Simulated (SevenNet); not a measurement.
# CaB6-type CaB6

Level of theory: the machine-learned potential SevenNet-0 (trained on PBE and PBE+U data).

Cell: relaxed at this level.

- equilibrium lattice constant a: 4.148 Å
- volume per atom: 10.19 Å³/atom

Measured, for comparison: lattice constant a 4.151 Å, equilibrium volume per atom 10.22 Å³/atom (temperature not stated, not corrected to a static lattice; as tabulated in Singh (2010), arXiv:1009.1807). Computed (rounded) less measured: lattice constant a -0.1 %, equilibrium volume per atom -0.3 %.

A machine-learned potential is trained on density-functional data: it inherits that level's misses and adds fitting errors of its own.
